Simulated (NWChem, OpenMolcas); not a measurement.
# Exact exchange and the vertical ionisation energy of SiH4O2

SiH4O2: 7 atoms, total charge 0, spin state singlet. SMILES: `O[SiH2]O`. The coordinates come from a PBE0-D4/def2-TZVP relaxation. This is one conformer, not always the lowest.

The vertical ionisation energy (to the doublet cation) y, in eV, basis def2-SVPD; a is the functional's share of exact exchange. Programs: NWChem 7.3.0, OpenMolcas 26.06.

```
functional     program     a  y (eV)
    r2SCAN  OpenMolcas     0   11.08
    revPBE  OpenMolcas     0   10.82
     B3LYP      NWChem   0.2       ?
      PBE0  OpenMolcas  0.25   11.35
     BHLYP  OpenMolcas   0.5   11.76
```

Q: Fit y = c + s·a to the known rows and predict B3LYP.

A: 
1. Means of the 4 rows: a = 0.1875, y = 11.252.
2. Σ(Δa)² = 0.17188, Σ(Δa·Δy) = 0.27812, so the slope is 0.27812/0.17188 = 1.6181.
3. Intercept: 11.252 − (1.6181) × 0.1875 = 10.949. The largest residual of the fit is 0.13.
4. B3LYP: 10.949 + (1.6181) × 0.2 = 11.27 eV.

The run gave 11.34 eV, so the prediction is off by -0.07 eV, within the largest residual. The rows mix families of semi-local functionals, which the line can't see.
